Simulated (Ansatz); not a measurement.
The same path of H2 + H4O2Si (9 atoms, charge 0, multiplicity 1) was run twice with different band settings. Lost on the way: Si1–O2, H8–H9. Made: Si1–H8, O2–H9.

Level of theory: RKS PBE-D4/def2-TZVP (Ansatz 0.2.0).

Relaxed end points:

```xyz
9
Properties=species:S:1:pos:R:3
Si -0.256 -0.443 -0.290
O -0.053 0.252 1.207
H -0.064 -0.343 1.972
O 1.152 -0.919 -1.024
H 1.552 -1.751 -0.728
H -0.794 0.628 -1.162
H -1.172 -1.622 -0.144
H 1.407 3.022 2.353
H 1.074 2.425 2.035
```

```xyz
9
Properties=species:S:1:pos:R:3
Si -0.442 0.417 -0.801
O 1.476 -0.302 2.306
H 0.764 -0.701 2.836
O 0.962 -0.385 -0.461
H 1.208 -0.410 0.493
H -0.586 0.437 -2.286
H -1.649 -0.250 -0.204
H -0.433 1.831 -0.289
H 1.546 0.614 2.625
```

Common settings: movable images 7; climbing image yes; spring 5.0 eV/Å²; optimiser quadratic models (default); start path through a guess of the saddle point; iteration limit 60; end points relaxed.

| run | force threshold |
| --- | --- |
| 1 | 0.03 eV/Å |
| 2 | 0.2 eV/Å |

Q: What does each run give, and how far can it be trusted?

A: Run 1: converged after 23 iterations, highest image 2.096 eV above the first end. Neighbouring images differ by up to 1.4 eV, so the band resolves the path poorly. A vibrational analysis at the climbing image gives one clearly imaginary mode, 1190i cm⁻¹: a first-order saddle point.
Run 2: converged after 15 iterations, highest image 2.175 eV above the first end. The threshold of 0.2 eV/Å is loose, so the images may lie well off the minimum-energy path. Neighbouring images differ by up to 1.6 eV, so the band resolves the path poorly. The order of the stationary point at the top wasn't checked.
The orbitals stay closed-shell, which can raise the energy where a bond breaks towards radicals; this wasn't checked here.
